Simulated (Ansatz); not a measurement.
bcc K, treated with LDA in Ansatz (plane waves, PAW).

Run with plane-wave cutoff 520 eV, 16×16×16 k mesh, Fermi–Dirac smearing 0.05 eV, scalar-relativistic PAW data made under PBE.

Cell (relaxed at this level):

```
CELL_PARAMETERS angstrom
     -2.52185     2.52185     2.52185
      2.52185    -2.52185     2.52185
      2.52185     2.52185    -2.52185
ATOMIC_POSITIONS crystal
  K  0.00000 0.00000 0.00000
```

Problem. Predict the bulk modulus B0 and pressure derivative B′ of the bulk modulus.

Solution. 
- bulk modulus B0 = 4.48 GPa
- pressure derivative B′ of the bulk modulus = 3.8

The run finds no gap.

Measured, for comparison: bulk modulus 3.75 GPa (corrected for temperature and zero-point phonon effects; as tabulated in Levämäki et al. (2014), arXiv:1402.3671). Computed (rounded) less measured: bulk modulus +19 %.

Ansatz is a quantum-chemistry and plane-wave program.
